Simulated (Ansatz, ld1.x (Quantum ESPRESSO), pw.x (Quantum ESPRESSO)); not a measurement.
## molybdenum (Mo) (bcc): variants of one TM potential in the solid

- Element: molybdenum (Mo)
- Generator: ld1.x (Quantum ESPRESSO) 7.5
- Type: norm-conserving Troullier–Martins (Kleinman–Bylander form)
- Functional: PBE
- Relativity: scalar-relativistic
- Frozen core: [Ar] 3d10 4s2
- Valence charge: 12
- Reference configuration: 4p6 4d5 5s1 5p0
- Partial waves: 5s (bound): rc 2.45 bohr; 4p (bound): rc 1.65 bohr; 4d (bound): rc 2.35 bohr; 4f channel at 0.45 Ry: rc 2.65 bohr
- Local potential: all-electron potential smoothed inside 2.20 bohr (lloc = -2)
- Core correction: a·sin(br)/r model core, default radius (core density twice the valence density)

Crystal test: bcc Mo in pw.x 7.5, no spin, 15³ k-points, Fermi–Dirac smearing 0.01 Ry, cutoffs set for each file from its atomic test. The reference is all-electron LAPW (Ansatz 0.2.0) with the same functional, mesh and smearing; V0 and B0 come from Birch–Murnaghan fits to the pressures at five volumes. Errors are pseudo minus all-electron; Δ is the rms difference of the E(V) curves that follow from these fits, minima aligned, over ±6 % about the mean V0. Mesh and smearing are coarse, so the numbers serve the comparison and aren't converged zero-temperature values; the lattice is a test structure that the element need not adopt.

All-electron: a0 = 3.162 Å (V0 = 15.80 Å³/atom), B0 = 259.2 GPa.

Base: This is a poor potential for the solid. The free energy does not fall steadily as the cutoff rises, most likely since the density grid, which shrinks with it, is too coarse for the model core; the lower cutoffs are not converged.

2 further variants are left out: they gave no file fit for a test, a broken result, the same result as the base, or pressures whose basis-set error rivals the error shown.

A dash in a converged row means that the minimum lies outside the volumes sampled.

| change | cutoffs (Ry) | pw.x | a0 (Å) | a0 error (%) | B0 error (%) | Δ (meV/atom) | mean pressure error (GPa) |
| --- | --- | --- | --- | --- | --- | --- | --- |
| base | 75/300 | converged | 3.195 | +1.06 | -10.6 | 27.0 | +7.77 |
| wave 4f channel at 0.45 Ry: rc 2.65 bohr becomes 4f channel at 0.45 Ry: rc 3.74 bohr | 75/300 | converged | 3.195 | +1.04 | -11.1 | 26.3 | +7.52 |
| wave 4f channel at 0.45 Ry: rc 2.65 bohr becomes 4f channel at 0.8 Ry: rc 2.65 bohr | 75/300 | converged | 3.195 | +1.07 | -10.6 | 27.2 | +7.83 |

(1) Give the row for: local potential all-electron potential smoothed inside 1.35 bohr (lloc = -1).

Answers

(1) pw.x: converged; bound ghost; mean pressure error (GPa): +45.87.
